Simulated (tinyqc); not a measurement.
UHF in the sto-3g basis, for OH-, spin multiplicity 1, step by step (part 1 of 2). The basis has no diffuse functions, so it cannot describe the extra electron: this is an exercise in the method, not the real anion. This run ends on a higher stationary point, not on the lowest solution. Computed by tinyqc, a small Python program that keeps every step (integrals from PySCF). Settings: charge = -1, multiplicity = 1, basis = sto-3g, energy threshold = 1e-10, iteration cap = 89, orthogonalisation = canonical, start = Wolfsberg-Helmholz matrix, DIIS depth = 6, damping = 0.7, method = UHF, break = 0.7. Command: `OMP_NUM_THREADS=1 python tinyqc.py 25693 25694 out.jsonl` (the two numbers bound the seeds that draw the settings). One thread of a shared host (Intel(R) Xeon(R) Processor @ 2.60GHz), about 0.3 s of CPU time with the checks. Later iterations appear only in the table of the cycle.

## One-electron integrals

Geometry (angstrom):
```
atom        x        y        z
O     0.00000  0.00000  0.00000
H     0.00000  0.00000  1.88900
```

Basis sto-3g: exponents (1/bohr^2) and contraction coefficients of normalised primitives:
```
element  l (shell)   exponent  coefficient
O            s (1)  130.70932      0.15433
O            s (1)   23.80886      0.53533
O            s (1)    6.44361      0.44463
O            s (2)    5.03315     -0.09997
O            s (2)    1.16960      0.39951
O            s (2)    0.38039      0.70012
O            p (3)    5.03315      0.15592
O            p (3)    1.16960      0.60768
O            p (3)    0.38039      0.39196
H            s (1)    3.42525      0.15433
H            s (1)    0.62391      0.53533
H            s (1)    0.16886      0.44463
```

Overlap, kinetic and nuclear-attraction integrals over the contracted functions; the nuclear repulsion is the sum of Za Zb / Rab.

nuclear repulsion = 2.2410893 hartree

overlap S, lower triangle:
```
          1O 1s    1O 2s   1O 2px   1O 2py   1O 2pz    2H 1s
1O 1s   1.00000
1O 2s   0.23670  1.00000
1O 2px  0.00000  0.00000  1.00000
1O 2py  0.00000  0.00000  0.00000  1.00000
1O 2pz  0.00000  0.00000  0.00000  0.00000  1.00000
2H 1s   0.00648  0.09504  0.00000  0.00000  0.10284  1.00000
```

kinetic energy T (hartree), lower triangle:
```
           1O 1s     1O 2s   1O 2px   1O 2py    1O 2pz    2H 1s
1O 1s   29.00320
1O 2s   -0.16801   0.80813
1O 2px   0.00000   0.00000  2.52873
1O 2py   0.00000   0.00000  0.00000  2.52873
1O 2pz   0.00000   0.00000  0.00000  0.00000   2.52873
2H 1s   -0.00194  -0.01834  0.00000  0.00000  -0.00346  0.76003
```

nuclear attraction V (hartree), lower triangle:
```
            1O 1s     1O 2s    1O 2px    1O 2py    1O 2pz     2H 1s
1O 1s   -60.89859
1O 2s    -7.24939  -9.33205
1O 2px    0.00000   0.00000  -9.25306
1O 2py    0.00000   0.00000   0.00000  -9.25306
1O 2pz   -0.00399  -0.05031   0.00000   0.00000  -9.27264
2H 1s    -0.20286  -0.57182   0.00000   0.00000  -0.51833  -3.46621
```

core Hamiltonian H = T + V (hartree), lower triangle:
```
            1O 1s     1O 2s    1O 2px    1O 2py    1O 2pz     2H 1s
1O 1s   -31.89539
1O 2s    -7.41740  -8.52393
1O 2px    0.00000   0.00000  -6.72433
1O 2py    0.00000   0.00000   0.00000  -6.72433
1O 2pz   -0.00399  -0.05031   0.00000   0.00000  -6.74391
2H 1s    -0.20480  -0.59017   0.00000   0.00000  -0.52179  -2.70618
```

## Two-electron integrals

Functions are numbered as in S; the eight-fold symmetry (ij|kl) = (ji|kl) = (kl|ij) leaves the list below.

Two-electron integrals (ij|kl) in chemists' order, unique and non-zero (hartree):
```
(11|11) 4.78507   (21|11) 0.74138   (21|21) 0.13687   (22|11) 1.11895
(22|21) 0.25663   (22|22) 0.81721   (31|31) 0.02448   (32|31) 0.03781
(32|32) 0.18052   (33|11) 1.11581   (33|21) 0.25668   (33|22) 0.81702
(33|33) 0.88016   (41|41) 0.02448   (42|41) 0.03781   (42|42) 0.18052
(43|43) 0.04744   (44|11) 1.11581   (44|21) 0.25668   (44|22) 0.81702
(44|33) 0.78527   (44|44) 0.88016   (51|51) 0.02448   (52|51) 0.03781
(52|52) 0.18052   (53|53) 0.04744   (54|54) 0.04744   (55|11) 1.11581
(55|21) 0.25668   (55|22) 0.81702   (55|33) 0.78527   (55|44) 0.78527
(55|55) 0.88016   (61|11) 0.02050   (61|21) 0.00376   (61|22) 0.00701
(61|33) 0.00700   (61|44) 0.00700   (61|51) 0.00017   (61|52) 0.00032
(61|55) 0.00704   (61|61) 0.00010   (62|11) 0.06571   (62|21) 0.01533
(62|22) 0.05634   (62|33) 0.05539   (62|44) 0.05539   (62|51) 0.00114
(62|52) 0.00979   (62|55) 0.05817   (62|61) 0.00043   (62|62) 0.00557
(63|31) 0.00139   (63|32) 0.00886   (63|53) 0.00194   (63|63) 0.00070
(64|41) 0.00139   (64|42) 0.00886   (64|54) 0.00194   (64|64) 0.00070
(65|11) 0.05725   (65|21) 0.01350   (65|22) 0.05296   (65|33) 0.05094
(65|44) 0.05094   (65|51) 0.00213   (65|52) 0.01642   (65|55) 0.05694
(65|61) 0.00039   (65|62) 0.00634   (65|65) 0.00781   (66|11) 0.27994
(66|21) 0.06626   (66|22) 0.27940   (66|33) 0.27326   (66|44) 0.27326
(66|51) 0.00395   (66|52) 0.04930   (66|55) 0.29161   (66|61) 0.00185
(66|62) 0.03982   (66|65) 0.05271   (66|66) 0.77461
```

## Orthogonalisation

S = U s U^T; canonical form X = U s^(-1/2), so that X^T S X = 1. Each column of U has its largest component positive (the first on a tie).

eigenvalues of S: 0.74408  0.90325  1.00000  1.00000  1.09172  1.26095

X:
```
               1         2         3        4         5        6
1O 1s   -0.74283   0.31987   0.00000  0.00000  -0.29129  0.56629
1O 2s    0.81236  -0.11207   0.00000  0.00000  -0.12930  0.61657
1O 2px   0.00000   0.00000  -0.27245  0.96217   0.00000  0.00000
1O 2py   0.00000   0.00000   0.96217  0.27245   0.00000  0.00000
1O 2pz   0.13559   0.72552   0.00000  0.00000   0.67352  0.11134
2H 1s   -0.33739  -0.68254   0.00000  0.00000   0.60066  0.28251
```

Within a degenerate level the vectors are fixed only up to a rotation; this is one choice.

## Starting guess

The start is the generalised Wolfsberg-Helmholz matrix (K = 1.75) built on H, with HOMO and LUMO mixed by +/-0.7 rad for the two spins; D(s) = C_occ C_occ^T for each spin.

D(alpha) at the start, lower triangle:
```
           1O 1s    1O 2s   1O 2px   1O 2py    1O 2pz    2H 1s
1O 1s    1.01941
1O 2s   -0.09926  0.48605
1O 2px   0.00000  0.00000  1.00000
1O 2py   0.00000  0.00000  0.00000  1.00000
1O 2pz  -0.01304  0.05327  0.00000  0.00000   1.00764
2H 1s   -0.13041  0.46137  0.00000  0.00000  -0.14627  0.47796
```

D(beta) at the start, lower triangle:
```
           1O 1s     1O 2s   1O 2px   1O 2py   1O 2pz    2H 1s
1O 1s    1.03914
1O 2s   -0.17926   0.80799
1O 2px   0.00000   0.00000  1.00000
1O 2py   0.00000   0.00000  0.00000  1.00000
1O 2pz  -0.04070   0.14934  0.00000  0.00000  0.93693
2H 1s    0.13252  -0.51236  0.00000  0.00000  0.11371  0.37309
```

## Iteration 1: building the Fock matrix

J_ij = sum D_kl (ij|kl) with D = D(alpha) + D(beta), K_ij = sum D_kl (ik|jl) for each spin; F = H + J - K(s); E = tr D H + tr D J / 2 - 0.5 sum_s tr D(s) K(s) + E_nn.

Coulomb J (hartree), lower triangle:
```
           1O 1s    1O 2s   1O 2px   1O 2py   1O 2pz    2H 1s
1O 1s   17.74621
1O 2s    3.36186  8.30342
1O 2px   0.00000  0.00000  8.29273
1O 2py   0.00000  0.00000  0.00000  8.29273
1O 2pz   0.01580  0.10898  0.00000  0.00000  8.30241
2H 1s    0.09251  0.57105  0.00000  0.00000  0.54345  3.23231
```

exchange K(alpha) (hartree), lower triangle:
```
           1O 1s    1O 2s   1O 2px   1O 2py   1O 2pz    2H 1s
1O 1s    4.86902
1O 2s    0.87081  1.07651
1O 2px   0.00000  0.00000  1.08818
1O 2py   0.00000  0.00000  0.00000  1.08818
1O 2pz  -0.00145  0.06846  0.00000  0.00000  1.08863
2H 1s    0.02092  0.20010  0.00000  0.00000  0.07640  0.40375
```

exchange K(beta) (hartree), lower triangle:
```
           1O 1s     1O 2s   1O 2px   1O 2py   1O 2pz    2H 1s
1O 1s    4.89071
1O 2s    0.86177   1.19133
1O 2px   0.00000   0.00000  1.12178
1O 2py   0.00000   0.00000  0.00000  1.12178
1O 2pz  -0.00071   0.11762  0.00000  0.00000  1.07688
2H 1s    0.03000  -0.02866  0.00000  0.00000  0.10160  0.27571
```

F(alpha) (hartree), lower triangle:
```
            1O 1s     1O 2s   1O 2px   1O 2py    1O 2pz    2H 1s
1O 1s   -19.01819
1O 2s    -4.92636  -1.29701
1O 2px    0.00000   0.00000  0.48022
1O 2py    0.00000   0.00000  0.00000  0.48022
1O 2pz    0.01327  -0.00979  0.00000  0.00000   0.46987
2H 1s    -0.13320  -0.21921  0.00000  0.00000  -0.05474  0.12238
```

F(beta) (hartree), lower triangle:
```
            1O 1s     1O 2s   1O 2px   1O 2py    1O 2pz    2H 1s
1O 1s   -19.03988
1O 2s    -4.91731  -1.41183
1O 2px    0.00000   0.00000  0.44662
1O 2py    0.00000   0.00000  0.00000  0.44662
1O 2pz    0.01253  -0.05896  0.00000  0.00000   0.48162
2H 1s    -0.14229   0.00954  0.00000  0.00000  -0.07993  0.25041
```

total energy of this density = -72.9126429 hartree

This density is the starting one.

## Iteration 1: diagonalisation and new density

Diagonalise F' = X^T F X, C = X C', fill 5 alpha and 5 beta electrons from the bottom; D(s) = C_occ C_occ^T; the new density keeps 0.7 of the old one (damping). Each column has its largest component positive (the first on a tie).

F' = X^T F X (alpha) (hartree), lower triangle:
```
          1         2        3        4         5          6
1  -5.32838
2   3.08750  -1.21803
3   0.00000   0.00000  0.48022
4   0.00000   0.00000  0.00000  0.48022
5  -3.34276   1.92193  0.00000  0.00000  -1.71628
6   7.38285  -3.86666  0.00000  0.00000   4.42114  -10.13864
```

orbital energies (alpha) (hartree): MO1 -19.02830, MO2 -0.14207, MO3 0.26195, MO4 0.48022, MO5 0.48022, MO6 0.50708

coefficients C (alpha):
```
             MO1       MO2       MO3       MO4      MO5       MO6
1O 1s    0.99411  -0.21464   0.15574   0.00000  0.00000  -0.03270
1O 2s    0.02380   0.81378  -0.62238   0.00000  0.00000   0.13862
1O 2px   0.00000   0.00000   0.00000  -0.32439  0.94592   0.00000
1O 2py   0.00000   0.00000   0.00000   0.94592  0.32439   0.00000
1O 2pz  -0.00053   0.05267   0.26768   0.00000  0.00000   0.96766
2H 1s   -0.00140   0.53364   0.78133   0.00000  0.00000  -0.35362
```

F' = X^T F X (beta) (hartree), lower triangle:
```
          1         2        3        4         5          6
1  -5.55058
2   2.99568  -1.08495
3   0.00000   0.00000  0.44662
4   0.00000   0.00000  0.00000  0.44662
5  -3.25875   1.88562  0.00000  0.00000  -1.71172
6   7.32243  -4.01096  0.00000  0.00000   4.50176  -10.10421
```

orbital energies (beta) (hartree): MO1 -19.04937, MO2 -0.16454, MO3 0.21286, MO4 0.44662, MO5 0.44662, MO6 0.54959

coefficients C (beta):
```
             MO1       MO2       MO3      MO4       MO5       MO6
1O 1s    0.99428  -0.26518  -0.00834  0.00000   0.00000   0.02575
1O 2s    0.02313   1.03030   0.00707  0.00000   0.00000  -0.08519
1O 2px   0.00000   0.00000   0.00000  0.69736   0.71673   0.00000
1O 2py   0.00000   0.00000   0.00000  0.71673  -0.69736   0.00000
1O 2pz  -0.00046   0.08552   0.34425  0.00000   0.00000   0.94073
2H 1s   -0.00116  -0.13979   0.90350  0.00000   0.00000  -0.42946
```

D(alpha) after iteration 1, lower triangle:
```
           1O 1s    1O 2s   1O 2px   1O 2py    1O 2pz    2H 1s
1O 1s    1.03116
1O 2s   -0.14386  0.65528
1O 2px   0.00000  0.00000  1.00000
1O 2py   0.00000  0.00000  0.00000  1.00000
1O 2pz  -0.00017  0.00016  0.00000  0.00000   0.72768
2H 1s   -0.08956  0.30735  0.00000  0.00000  -0.03122  0.60315
```

D(beta) after iteration 1, lower triangle:
```
           1O 1s     1O 2s   1O 2px   1O 2py   1O 2pz    2H 1s
1O 1s    1.04509
1O 2s   -0.20056   0.88423
1O 2px   0.00000   0.00000  1.00000
1O 2py   0.00000   0.00000  0.00000  1.00000
1O 2pz  -0.03629   0.13170  0.00000  0.00000  0.69360
2H 1s    0.10128  -0.39995  0.00000  0.00000  0.16932  0.51192
```

Within a degenerate level the vectors are fixed only up to a rotation; this is one choice.

## Iteration 2: building the Fock matrix

As before.

Coulomb J (hartree), lower triangle:
```
           1O 1s    1O 2s   1O 2px   1O 2py   1O 2pz    2H 1s
1O 1s   17.51234
1O 2s    3.30651  8.14974
1O 2px   0.00000  0.00000  8.15333
1O 2py   0.00000  0.00000  0.00000  8.15333
1O 2pz   0.01298  0.10255  0.00000  0.00000  8.12001
2H 1s    0.09097  0.56446  0.00000  0.00000  0.53970  3.35690
```

exchange K(alpha) (hartree), lower triangle:
```
           1O 1s    1O 2s   1O 2px   1O 2py   1O 2pz    2H 1s
1O 1s    4.87599
1O 2s    0.85597  1.12983
1O 2px   0.00000  0.00000  1.10028
1O 2py   0.00000  0.00000  0.00000  1.10028
1O 2pz  -0.00110  0.01958  0.00000  0.00000  0.87888
2H 1s    0.02192  0.17114  0.00000  0.00000  0.09087  0.49878
```

exchange K(beta) (hartree), lower triangle:
```
           1O 1s    1O 2s   1O 2px   1O 2py   1O 2pz    2H 1s
1O 1s    4.89168
1O 2s    0.85027  1.21315
1O 2px   0.00000  0.00000  1.12476
1O 2py   0.00000  0.00000  0.00000  1.12476
1O 2pz  -0.00056  0.11295  0.00000  0.00000  0.88598
2H 1s    0.02853  0.00872  0.00000  0.00000  0.11727  0.39623
```

F(alpha) (hartree), lower triangle:
```
            1O 1s     1O 2s   1O 2px   1O 2py    1O 2pz    2H 1s
1O 1s   -19.25905
1O 2s    -4.96687  -1.50401
1O 2px    0.00000   0.00000  0.32872
1O 2py    0.00000   0.00000  0.00000  0.32872
1O 2pz    0.01009   0.03266  0.00000  0.00000   0.49722
2H 1s    -0.13575  -0.19685  0.00000  0.00000  -0.07295  0.15193
```

F(beta) (hartree), lower triangle:
```
            1O 1s     1O 2s   1O 2px   1O 2py    1O 2pz    2H 1s
1O 1s   -19.27473
1O 2s    -4.96116  -1.58734
1O 2px    0.00000   0.00000  0.30424
1O 2py    0.00000   0.00000  0.00000  0.30424
1O 2pz    0.00955  -0.06071  0.00000  0.00000   0.49012
2H 1s    -0.14236  -0.03442  0.00000  0.00000  -0.09936  0.25448
```

total energy of this density = -73.1167533 hartree

This density is a damped mixture and is not idempotent.

## Iteration 2: DIIS over 2 matrices

error matrix X^T (FDS - SDF) X (alpha):
```
          1         2        3        4         5         6
1   0.00000   0.13953  0.00000  0.00000  -0.10215   0.02176
2  -0.13953   0.00000  0.00000  0.00000   0.06462  -0.02634
3   0.00000   0.00000  0.00000  0.00000   0.00000   0.00000
4   0.00000   0.00000  0.00000  0.00000   0.00000   0.00000
5   0.10215  -0.06462  0.00000  0.00000   0.00000   0.00715
6  -0.02176   0.02634  0.00000  0.00000  -0.00715   0.00000
```

B (overlaps of the stored error matrices):
```
               1              2
1  2.0950366e-01  2.0178696e-01
2  2.0178696e-01  2.0949141e-01
```

Minimise |sum c_i e_i|^2 with sum c_i = 1: solve [B -1; -1 0][c; lambda] = [0; -1] with B_ij = tr e_i^T e_j summed over both spins, and take F = sum c_i F_i.

DIIS coefficients: 0.49960  0.50040

extrapolated F(alpha) (hartree), lower triangle:
```
            1O 1s     1O 2s   1O 2px   1O 2py    1O 2pz    2H 1s
1O 1s   -19.13872
1O 2s    -4.94663  -1.40059
1O 2px    0.00000   0.00000  0.40441
1O 2py    0.00000   0.00000  0.00000  0.40441
1O 2pz    0.01168   0.01145  0.00000  0.00000   0.48356
2H 1s    -0.13448  -0.20802  0.00000  0.00000  -0.06385  0.13717
```

extrapolated F(beta) (hartree), lower triangle:
```
            1O 1s     1O 2s   1O 2px   1O 2py    1O 2pz    2H 1s
1O 1s   -19.15740
1O 2s    -4.93925  -1.49966
1O 2px    0.00000   0.00000  0.37538
1O 2py    0.00000   0.00000  0.00000  0.37538
1O 2pz    0.01104  -0.05983  0.00000  0.00000   0.48587
2H 1s    -0.14233  -0.01246  0.00000  0.00000  -0.08965  0.25245
```

## Iteration 2: diagonalisation and new density

As before.

F' = X^T F X (alpha) (hartree), lower triangle:
```
          1         2        3        4         5          6
1  -5.43778
2   3.13314  -1.20902
3   0.00000   0.00000  0.40441
4   0.00000   0.00000  0.00000  0.40441
5  -3.33703   1.92881  0.00000  0.00000  -1.72996
6   7.38487  -3.88312  0.00000  0.00000   4.46696  -10.22384
```

orbital energies (alpha) (hartree): MO1 -19.14842, MO2 -0.20325, MO3 0.22020, MO4 0.40441, MO5 0.40441, MO6 0.53087

coefficients C (alpha):
```
             MO1       MO2       MO3      MO4       MO5       MO6
1O 1s    0.99423  -0.23544   0.12050  0.00000   0.00000  -0.03459
1O 2s    0.02332   0.89905  -0.48894  0.00000   0.00000   0.14649
1O 2px   0.00000   0.00000   0.00000  0.60155   0.79883   0.00000
1O 2py   0.00000   0.00000   0.00000  0.79883  -0.60155   0.00000
1O 2pz  -0.00047   0.01454   0.29351  0.00000   0.00000   0.96147
2H 1s   -0.00136   0.40810   0.84520  0.00000   0.00000  -0.37332
```

F' = X^T F X (beta) (hartree), lower triangle:
```
          1         2        3        4         5          6
1  -5.63355
2   3.03982  -1.08759
3   0.00000   0.00000  0.37538
4   0.00000   0.00000  0.00000  0.37538
5  -3.28181   1.89663  0.00000  0.00000  -1.72585
6   7.32710  -4.02150  0.00000  0.00000   4.52364  -10.19899
```

orbital energies (beta) (hartree): MO1 -19.16660, MO2 -0.24894, MO3 0.20964, MO4 0.37538, MO5 0.37538, MO6 0.55992

coefficients C (beta):
```
             MO1       MO2       MO3       MO4      MO5       MO6
1O 1s    0.99438  -0.26545   0.00444   0.00000  0.00000   0.01957
1O 2s    0.02277   1.03116  -0.04245   0.00000  0.00000  -0.06124
1O 2px   0.00000   0.00000   0.00000  -0.59353  0.80481   0.00000
1O 2py   0.00000   0.00000   0.00000   0.80481  0.59353   0.00000
1O 2pz  -0.00038   0.08035   0.35398   0.00000  0.00000   0.93757
2H 1s   -0.00115  -0.08727   0.90249   0.00000  0.00000  -0.44518
```

D(alpha) after iteration 2, lower triangle:
```
           1O 1s     1O 2s   1O 2px   1O 2py   1O 2pz    2H 1s
1O 1s    1.03935
1O 2s   -0.17492   0.77307
1O 2px   0.00000   0.00000  1.00000
1O 2py   0.00000   0.00000  0.00000  1.00000
1O 2pz   0.00932  -0.03902  0.00000  0.00000  0.53528
2H 1s   -0.06137   0.20123  0.00000  0.00000  0.05435  0.68648
```

D(beta) after iteration 2, lower triangle:
```
           1O 1s     1O 2s   1O 2px   1O 2py   1O 2pz    2H 1s
1O 1s    1.04935
1O 2s   -0.21577   0.93864
1O 2px   0.00000   0.00000  1.00000
1O 2py   0.00000   0.00000  0.00000  1.00000
1O 2pz  -0.03144   0.11253  0.00000  0.00000  0.52505
2H 1s    0.07870  -0.31847  0.00000  0.00000  0.21226  0.60497
```

Within a degenerate level the vectors are fixed only up to a rotation; this is one choice.
